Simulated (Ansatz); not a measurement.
System: CH4N, charge 0, multiplicity 2. It need not be the lowest isomer of its formula. SMILES: C[NH]
Structure (B3LYP-D3(BJ)/def2-TZVP (Ansatz, a first-principles code) minimum search):
```
C
H 1 1.0903
H 1 1.1007 2 108.68
H 1 1.1007 2 108.68 3 -114.61
N 1 1.4368 2 110.64 3 122.69
H 5 1.0259 1 107.09 2 180.00
```
Charge 0, spin multiplicity 2.

Give the harmonic wavenumbers at B3LYP-D3(BJ)/def2-TZVP (Ansatz, finite differences of forces, unscaled).

255, 949, 1007, 1044, 1336, 1392, 1475, 1484, 2948, 2979, 3089, 3371 cm⁻¹. Zero-point energy 30.5 kcal/mol.

From these and the geometry, give the ideal-gas thermochemistry at 298.15 K and 1 atm (rigid rotor, harmonic oscillator).

Point group Cs, rotational symmetry number 1. Rotational constants 125.2, 25.5, 24.35 GHz. S(trans) 36.13, S(rot) 18.96, S(vib) 2.05, S(elec, spin only) 1.38, S 58.5 cal/(mol K). H(298) - H(0) 2.76 kcal/mol; G - E(el) 15.8 kcal/mol.
